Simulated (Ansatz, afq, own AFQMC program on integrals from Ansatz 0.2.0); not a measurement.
**SiGeH2, singlet in cc-pVDZ, levels against CCSDT(Q)**

```xyz
4

Si    0.0000    0.0000    1.7441
Ge    0.0000    0.0000   -0.7459
H     0.0000    1.2330    2.5778
H     0.0000   -1.2330    2.5778
```

Connectivity, by distances: SiH2–Ge.

Basis cc-pVDZ. Noble-gas cores (and the filled d shells of Ga–Kr and In–Xe) are frozen. AFQMC by an in-house program on the Cholesky factors that Ansatz 0.2.0 writes for its CCSD(T) run. The CISD trial takes its coefficients from CCSD amplitudes. Released means that phaseless walkers are propagated on without the constraint, phases kept. Uncertainties: one standard error, sampling alone. No spin–orbit coupling.

Determinant: RHF, the one that the program's search chose, which needn't be the lowest solution. The geometry is a point of a scan.

No full CI on the walks' own integrals is used here; CCSDT(Q) serves as the reference and is uncertain by about the last step of the cluster series.

Cautions: no relativity below Rb; no spin-orbit coupling; inner d shell frozen; higher spins were not checked; restricted determinant unstable towards unrestricted (UHF 543 meV lower, ⟨S²⟩ 1.03); strong correlation (T1 0.024, weight of the determinant 0.82, largest double 0.22).

```
T1 diagnostic                               : 0.0244
weight of the determinant in the CISD state : 0.821
size of the correlated space                : 10 electrons in 36 orbitals
```

Reference: CCSDT(Q), correlation energy -6.059 eV. The released energy is read at 2.40 1/Eh (meV from the phaseless value at times in 1/Eh: -16 ± 18 at 0.24, -35 ± 17 at 0.51, -39 ± 19 at 0.99, -20 ± 20 at 1.62, -24 ± 19 at 2.40).

| level | E − E(reference) (kJ/mol) | share of correlation (%) |
| --- | --- | --- |
| HF | 584.6 | 0.00 |
| MP2 | 134.4 | 77.00 |
| CCSD | 32.5 | 94.44 |
| CCSD(T) | 6.2 | 98.94 |
| CCSDT | 2.5 | 99.58 |
| ph-AFQMC/CISD | 4.3 ± 1.6 | 99.26 |
| released AFQMC | 2.0 ± 1.8 | 99.65 |

A walk keeps the symmetry of its determinant, which the program's search chose and which needn't be the lowest solution, so a lower state of the same spin and another symmetry isn't excluded. Released energies are given only where the last usable release times agree within the noise; a slower fall can still hide under it.
